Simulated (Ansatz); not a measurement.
The cation of `C=[CH][AlH2]` at the neutral geometry.

```yaml
crystal:
  periodic: [false, false, false]
  atoms:
    - {symbol: C, position_ang: [-1.029888, 0.829169, -0.357018]}
    - {symbol: C, position_ang: [0.198978, 0.650996, 0.138095]}
    - {symbol: Al, position_ang: [0.930839, -1.139337, 0.261982]}
    - {symbol: H, position_ang: [-1.636900, -0.008634, -0.695462]}
    - {symbol: H, position_ang: [-1.494992, 1.809294, -0.451929]}
    - {symbol: H, position_ang: [0.735628, 1.546147, 0.452725]}
    - {symbol: H, position_ang: [2.383977, -1.417862, 0.837659]}
    - {symbol: H, position_ang: [0.004356, -2.326974, -0.241852]}
basis:
  gaussian: {orbitals: def2-TZVPP}
total_charge: 1
magnetization: {spin_polarized: true, initial_magnetization: 1}
hamiltonian: {xc: {name: wB97X-V}}
```

```sh
$ ansatz run in.yaml --threads 2 --pin off --events-out ev --progress --plain
```

It prints (some lines left out):

```
Functional definition: wB97X-V
943 factors; their error is unknown
246 factors; integrals over basis functions are off by at most 1.4e-5 eV
mean field evaluation 1: about -8729.6204 eV, gradient 4.3e1 eV
mean field evaluation 2: about -8725.2061 eV, gradient 4.9e1 eV
mean field evaluation 4: about -8739.3389 eV, gradient 3.0e0 eV
mean field evaluation 8: about -8739.4350 eV, gradient 2.7e-1 eV
mean field evaluation 16: about -8740.0137 eV, gradient 8.6e-1 eV
mean field evaluation 32: about -8740.0998 eV, gradient 2.4e-5 eV
mean field -8740.09987583 eV, -321.1927461843 hartree, gradient 8.9e-6 eV, S^2 0.760045; 8 other end points of the search recorded, 0 dependent functions left out
reference -8740.09987378 eV, -321.1927461090 hartree; 15, 14 occupied and 159, 160 virtual orbitals, 943 factors
Total energy: -8740.09987378 eV, -321.1927461090 hartree
```

It took 92 s on 2 threads of a server CPU on a shared host, with 0.66 GiB of host memory at the peak.
